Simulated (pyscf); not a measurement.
Structures and frequencies: ωB97X-D3(BJ)/def2-SVP in PySCF.

Problem. Estimate the classical barrier height and the reaction energy of F–SiH₃ + HO–SiH₃ → H₃Si–O–SiH₃ + HF at ωB97X-D3(BJ)/def2-TZVP. The step runs on the singlet surface, breaks F–Si, H–O and forms O–Si, F–H; take the separated reactants as zero.

Solution. ΔE‡ = 23.4 kcal/mol, ΔE = +5.0 kcal/mol. ωB97M-D3(BJ)/def2-TZVP gives 24.4 kcal/mol and +6.5 kcal/mol. Zero-point energy shifts the barrier by -0.2 kcal/mol. It is a four-centre exchange, with an imaginary mode of 626i cm⁻¹. On the reactant side the descent ends in a complex (not fully relaxed), 4.1 kcal/mol under the separated species and 27.5 kcal/mol under the saddle at ωB97X-D3(BJ)/def2-TZVP. On the product side the descent ends in a complex, 5.9 kcal/mol under the separated species and 24.3 kcal/mol under the saddle at ωB97X-D3(BJ)/def2-TZVP. One saddle was located; it need not be the lowest between these sides.
